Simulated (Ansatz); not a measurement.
The pair A = CH4 (SMILES C) (first 5 atoms), B = BH3 (SMILES B); geometry from A24 set.
(charge 0, multiplicity 1):
```xyz
9

C      0.0035     0.0000     1.3805
H      0.8485     0.0000     0.6896
H      0.3951     0.0000     2.3958
H     -0.6027    -0.8899     1.2248
H     -0.6027     0.8899     1.2248
B     -0.0056     0.0000    -1.5989
H      0.5846    -1.0305    -1.6795
H      0.5846     1.0305    -1.6795
H     -1.1890     0.0000    -1.4768
```

Frozen-core correlation.

Programs: Ansatz (Gaussian orbitals). Each number belongs to the level named beside it.

Total energies (hartree), monomers frozen at their geometry in the pair:

| structure | HF/aug-cc-pVDZ | CCSD(T)/aug-cc-pVDZ | CCSD(T)/aug-cc-pVTZ |
|---|---|---|---|
| AB | -66.5892933 | -66.9104260 | -66.9824849 |
| A in the pair's basis | -40.1998740 | -40.3960236 | -40.4410509 |
| B in the pair's basis | -26.3914020 | -26.5129570 | -26.5392608 |
| A | -40.1995809 | -40.3952950 | -40.4408815 |
| B | -26.3912152 | -26.5123684 | -26.5390427 |

Q: Work out the interaction energy without and with the counterpoise correction, and the superposition error, for each level.

A: 
E(AB) − E(A) − E(B), times 627.509 kcal/mol, with the monomers in their own basis and then in the pair's basis:
- HF/aug-cc-pVDZ: 0.94 uncorrected, 1.24 corrected; the monomers gain 0.30 kcal/mol from borrowed functions
- CCSD(T)/aug-cc-pVDZ: -1.73 uncorrected, -0.91 corrected; the monomers gain 0.83 kcal/mol from borrowed functions
- CCSD(T)/aug-cc-pVTZ: -1.61 uncorrected, -1.36 corrected; the monomers gain 0.24 kcal/mol from borrowed functions

Ansatz is a first-principles code.
